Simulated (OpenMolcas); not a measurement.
**C2H8Si (SMILES C[SiH2]C) at 6 levels**

We compute a comparison of 6 runs (HF/def2-SVP, BHLYP/def2-SVP, BLYP/def2-SVP, M06-2X/def2-SVP, M06-L/def2-SVP, revPBE/def2-SVP) of C2H8Si. 

The calculation is run with OpenMolcas 26.06.

### Step 1. The molecule

C2H8Si: 11 atoms, total charge 0, spin state singlet. As SMILES, `C[SiH2]C`. The coordinates come from a PBE0-D4/def2-TZVP relaxation.

Bond lengths: C1–Si2 1.872 Å, Si2–C3 1.872 Å, C1–H4 1.092 Å, C1–H5 1.093 Å, C1–H6 1.093 Å, Si2–H7 1.491 Å, Si2–H8 1.491 Å, C3–H9 1.093 Å, C3–H10 1.092 Å, C3–H11 1.093 Å. Some angles: C1–Si2–C3 111.5°, C1–Si2–H7 109.5°, C1–Si2–H8 109.5°, C3–Si2–H7 109.5°, C3–Si2–H8 109.5°, Si2–C1–H4 111.0°, Si2–C1–H5 110.9°, Si2–C1–H6 110.9°, Si2–C3–H9 110.9°, Si2–C3–H10 111.0°.

### Step 2. Energy and forces at HF/def2-SVP (run 1)

Input file job.inp:

```
* C2H8Si Hartree-Fock

&GATEWAY
 BASLIB=$CurrDir
 COORD
 11
 angstrom
 C       -1.050200       0.967200      -0.661200
 Si      -0.309200      -0.653200      -0.087600
 C        1.346600      -0.392300       0.745700
 H       -2.015800       0.806900      -1.146100
 H       -0.391700       1.464600      -1.377800
 H       -1.204900       1.644900       0.182100
 H       -0.139900      -1.564200      -1.256100
 H       -1.245100      -1.319300       0.863300
 H        2.058200       0.075200       0.060400
 H        1.772600      -1.342000       1.077400
 H        1.244800       0.255200       1.620300
 BASIS=def2-SVP
 GROUP=NoSym

&SEWARD

&SCF
 THRESHOLDS=1e-10 1e-07 1e-07 1e-05
 PRORBITALS=0

&ALASKA
```

The basis set def2-SVP is read from a file made from the Basis Set Exchange's data (not shown).

The run is started by

```console
export MOLCAS_MEM=1860
pymolcas job.inp > job.log
```

The log of the run:

```text
--- Start Module: gateway ---
[...]
--- Stop Module: gateway /rc=_RC_ALL_IS_WELL_ ---
[...]
      Basis functions           86
[...]
--- Start Module: scf ---
[...]
       Convergence after  11 Iterations
[...]
::    Total SCF energy                               -369.1922802011
[...]
      Total spin, S                                     0.0000000000
[...]
      Total electronic charge=   34.000000
      Total            charge=   -0.000000
[...]
      Dipole Moment (debye):
      Origin of the operator (angstrom)=   -0.0835   -0.1891   -0.0235
                   X=  3.1582E-01               Y=  6.5075E-01               Z=  8.9593E-02           Total=  7.2886E-01
      Quadrupole Moment (debye*angstrom):
[...]
 *              Molecular gradients               *
 **************************************************
  Irreducible representation: a
 ------------------------------------------------------------------------------------------
                              X                       Y                       Z
 ------------------------------------------------------------------------------------------
  C1                2.05077994928704E-03   -4.47452044778895E-03    1.64472495210211E-03
  SI2               3.60788434057824E-03    7.51712004462046E-03    1.02983569590787E-03
  C3               -4.61422110337750E-03   -6.71497868871412E-04   -2.31983510438605E-03
  H4                8.29587148842847E-06   -4.01069606723287E-04    4.63377361479278E-05
  H5                3.36821427400658E-04   -2.88960070236932E-04    4.54154006357399E-06
  H6                1.84067306756464E-04   -2.86618894600466E-04    2.80699316520305E-04
  H7                1.76119286200482E-04   -7.44363367157774E-04   -1.00673619516645E-03
  H8               -7.73805740308831E-04   -5.20943973440602E-04    8.23145893609212E-04
[...]
```

It took 7.5 s on 1 thread of Intel Xeon Platinum 8375C at 2.90GHz (Ice Lake), shared host; peak memory 0.47 GiB.

### Step 3. Energy and gradient at BHLYP/def2-SVP (run 2)

Input file run.input:

```
&GATEWAY
  BasLib=$CurrDir
  Coord
  11
  angstrom
  C       -1.050200       0.967200      -0.661200
  Si      -0.309200      -0.653200      -0.087600
  C        1.346600      -0.392300       0.745700
  H       -2.015800       0.806900      -1.146100
  H       -0.391700       1.464600      -1.377800
  H       -1.204900       1.644900       0.182100
  H       -0.139900      -1.564200      -1.256100
  H       -1.245100      -1.319300       0.863300
  H        2.058200       0.075200       0.060400
  H        1.772600      -1.342000       1.077400
  H        1.244800       0.255200       1.620300
  Basis=def2-SVP
  Group=NoSym

&SEWARD
  GridInput
  Grid=UltraFine
  End of Grid

&SCF
  KSDFT=HYB_GGA_XC_BHANDHLYP
  Thresholds=1e-10 1e-07 1e-07 1e-05
  PrOrbitals=1 2

&ALASKA
```

The basis set def2-SVP is read from a file made from the Basis Set Exchange's data (not shown).

The run is started by

```console
export MOLCAS_MEM=1860
pymolcas run.input > run.log
```

The log of the run:

```text
--- Start Module: gateway ---
[...]
--- Stop Module: gateway /rc=_RC_ALL_IS_WELL_ ---
[...]
      Basis functions           86
[...]
--- Start Module: scf ---
[...]
       Convergence after  11 Iterations
[...]
::    Total KS-DFT energy                            -370.3251981826
[...]
      Total spin, S                                     0.0000000000
[...]
      Total electronic charge=   34.000000
      Total            charge=   -0.000000
[...]
      Dipole Moment (debye):
      Origin of the operator (angstrom)=   -0.0835   -0.1891   -0.0235
                   X=  3.2757E-01               Y=  6.7483E-01               Z=  9.2922E-02           Total=  7.5586E-01
      Quadrupole Moment (debye*angstrom):
[...]
 *              Molecular gradients               *
 **************************************************
  Irreducible representation: a
 ------------------------------------------------------------------------------------------
                              X                       Y                       Z
 ------------------------------------------------------------------------------------------
  C1                2.18817271915306E-04   -6.58226623580838E-04    2.46782180934435E-04
  SI2               1.94523010879921E-03    4.09197369928194E-03    5.58200511467155E-04
  C3               -6.65253321030512E-04   -1.35027306148575E-04   -3.22910573979041E-04
  H4                8.53493221541601E-04   -4.85625741362683E-05    4.46653748055414E-04
  H5               -3.64612368334072E-04   -5.54595771022903E-04    5.98856085931576E-04
  H6                2.35877991161759E-04   -7.18667763012437E-04   -5.70386104345122E-04
  H7                1.85627693771895E-04   -1.05734455819828E-03   -1.32653073234223E-03
  H8               -1.05721186765217E-03   -7.69331695512854E-04    1.06535044206701E-03
[...]
```

It took 33 s on 1 thread of Intel Xeon Platinum 8375C at 2.90GHz (Ice Lake), shared host; peak memory 0.47 GiB.

Runs 3 to 4 aren't shown in full; the table further down has their settings and results.

### Step 4. Energy and gradient at M06-L/def2-SVP (run 5)

Input file job.inp:

```
&GATEWAY
 BASLIB=$CurrDir
 BASISSET
 C.def2-SVP....
 C1 -1.050200 0.967200 -0.661200 angstrom
 C3 1.346600 -0.392300 0.745700 angstrom
 End of Basis
 BASISSET
 Si.def2-SVP....
 Si2 -0.309200 -0.653200 -0.087600 angstrom
 End of Basis
 BASISSET
 H.def2-SVP....
 H4 -2.015800 0.806900 -1.146100 angstrom
 H5 -0.391700 1.464600 -1.377800 angstrom
 H6 -1.204900 1.644900 0.182100 angstrom
 H7 -0.139900 -1.564200 -1.256100 angstrom
 H8 -1.245100 -1.319300 0.863300 angstrom
 H9 2.058200 0.075200 0.060400 angstrom
 H10 1.772600 -1.342000 1.077400 angstrom
 H11 1.244800 0.255200 1.620300 angstrom
 End of Basis

&SEWARD
 GRIDINPUT
 Grid=UltraFine
 End of Grid

&SCF
 KSDFT=M06L
 THRESHOLDS=1e-10 1e-07 1e-07 1e-05
 PRORBITALS=1 2

&ALASKA
```

The basis set def2-SVP is read from a file made from the Basis Set Exchange's data (not shown).

The run is started by

```console
export MOLCAS_MEM=1860
pymolcas job.inp > job.log
```

The log of the run:

```text
--- Start Module: gateway ---
[...]
--- Stop Module: gateway /rc=_RC_ALL_IS_WELL_ ---
[...]
      Basis functions           86
[...]
--- Start Module: scf ---
[...]
       Convergence after  14 Iterations
[...]
::    Total KS-DFT energy                            -370.3692572850
[...]
      Total spin, S                                     0.0000000000
[...]
      Total electronic charge=   34.000000
      Total            charge=   -0.000000
[...]
      Dipole Moment (debye):
      Origin of the operator (angstrom)=   -0.0835   -0.1891   -0.0235
                   X=  3.4653E-01               Y=  7.1381E-01               Z=  9.8298E-02           Total=  7.9955E-01
      Quadrupole Moment (debye*angstrom):
[...]
 *              Molecular gradients               *
 **************************************************
  Irreducible representation: a
 ------------------------------------------------------------------------------------------
                              X                       Y                       Z
 ------------------------------------------------------------------------------------------
  C1               -2.12015283271416E-03    4.57976808092919E-03   -1.57856295936520E-03
  C3                4.65506007647676E-03    7.58801861240527E-04    2.34777193319324E-03
  SI2               1.18965777819113E-04    3.31396581350951E-04    4.08477037707744E-05
  H4                3.81278649001038E-03   -3.21199607265121E-04    2.02136396557195E-03
  H5               -1.94690924606222E-03   -2.54128557231637E-03    2.79108022234320E-03
  H6                9.14785469019908E-04   -3.20718849450641E-03   -2.71634742997628E-03
  H7               -1.02788333569970E-04    8.03077613832581E-04    9.61487482793455E-04
  H8                8.07456814035046E-04    6.14036738284529E-04   -7.75713387767496E-04
[...]
```

Run time: 47 s. Hardware: 1 thread of Intel Xeon Platinum 8375C at 2.90GHz (Ice Lake), shared host; peak memory 0.48 GiB.

### Step 5. Energy and gradient at revPBE/def2-SVP (run 6)

Input file job.input:

```
* C2H8Si Kohn-Sham DFT

&GATEWAY
  BasLib=$CurrDir
  Coord
  11
  angstrom
  C       -1.050200       0.967200      -0.661200
  Si      -0.309200      -0.653200      -0.087600
  C        1.346600      -0.392300       0.745700
  H       -2.015800       0.806900      -1.146100
  H       -0.391700       1.464600      -1.377800
  H       -1.204900       1.644900       0.182100
  H       -0.139900      -1.564200      -1.256100
  H       -1.245100      -1.319300       0.863300
  H        2.058200       0.075200       0.060400
  H        1.772600      -1.342000       1.077400
  H        1.244800       0.255200       1.620300
  Basis=def2-SVP
  Group=NoSym

&SEWARD
  GridInput
  Grid=UltraFine
  End of Grid

&SCF
  KSDFT=revPBE
  Thresholds=1e-10 1e-07 1e-07 1e-05
  PrOrbitals=1 1

&ALASKA
```

The basis set def2-SVP is read from a file made from the Basis Set Exchange's data (not shown).

The run is started by

```console
export MOLCAS_MEM=1860
pymolcas job.input > job.log
```

The log of the run:

```text
--- Start Module: gateway ---
[...]
--- Stop Module: gateway /rc=_RC_ALL_IS_WELL_ ---
[...]
      Basis functions           86
[...]
--- Start Module: scf ---
[...]
       Convergence after  13 Iterations
[...]
::    Total KS-DFT energy                            -370.2902469670
[...]
      Total spin, S                                     0.0000000000
[...]
      Total electronic charge=   34.000000
      Total            charge=   -0.000000
[...]
      Dipole Moment (debye):
      Origin of the operator (angstrom)=   -0.0835   -0.1891   -0.0235
                   X=  3.6072E-01               Y=  7.4292E-01               Z=  1.0233E-01           Total=  8.3218E-01
      Quadrupole Moment (debye*angstrom):
[...]
 *              Molecular gradients               *
 **************************************************
  Irreducible representation: a
 ------------------------------------------------------------------------------------------
                              X                       Y                       Z
 ------------------------------------------------------------------------------------------
  C1               -5.66480069218223E-04    1.71235973512296E-03   -4.38089115837759E-04
  SI2               1.50586771103445E-03    3.18281976019996E-03    4.34325107436573E-04
  C3                1.58840542418925E-03    5.12506825050149E-04    7.76831479507134E-04
  H4                9.94980791704680E-03    1.25974216435959E-03    5.03843983961239E-03
  H5               -6.40678620194546E-03   -5.31135258257542E-03    7.32025316874330E-03
  H6                1.75551990128453E-03   -7.15266200392062E-03   -8.35551206479490E-03
  H7               -6.56765031754714E-04    4.28882385869089E-03    5.27223748300454E-03
  H8                4.31257864843282E-03    3.20028488795421E-03   -4.24869014459839E-03
[...]
```

Run time: 36 s. Hardware: 1 thread of Intel Xeon Platinum 8375C at 2.90GHz (Ice Lake), shared host; peak memory 0.48 GiB.

### Step 6. All runs side by side

```
run            level  integration grid  energy (Eh)  dipole moment (D)  HOMO energy (eV)  LUMO energy (eV)  wall time
  1      HF/def2-SVP                 –  -369.192280               0.73            -12.06              4.49      7.5 s
  2   BHLYP/def2-SVP         UltraFine  -370.325198               0.76            -10.06              2.34       33 s
  3    BLYP/def2-SVP         UltraFine  -370.303590               0.82             -7.30              0.84       38 s
  4  M06-2X/def2-SVP         UltraFine  -370.305334               0.75             -9.97              2.34       47 s
  5   M06-L/def2-SVP         UltraFine  -370.369257               0.80             -7.75              1.59       47 s
  6  revPBE/def2-SVP         UltraFine  -370.290247               0.83             -7.43              0.90       36 s
```

### Step 7. What came out

| quantity | value |
| --- | --- |
| run 6: total energy | -370.29025 Eh |
| run 6: dipole moment | 0.83 D |
| run 6: HOMO energy | -7.43 eV |
| run 6: LUMO energy | 0.90 eV |
| run 6: HOMO–LUMO gap | 8.33 eV |
| run 6: largest force on an atom | 0.577 eV/Å |

**Reading.** The dipole moment (its size) runs from 0.73 D (HF/def2-SVP) to 0.83 D (revPBE/def2-SVP). The HOMO–LUMO gap runs from 8.14 eV (BLYP/def2-SVP) to 16.55 eV (HF/def2-SVP). Exact exchange widens orbital gaps. Totals of different functionals can't be ranked against each other. All runs together took 3.5 min, the longest 47 s.
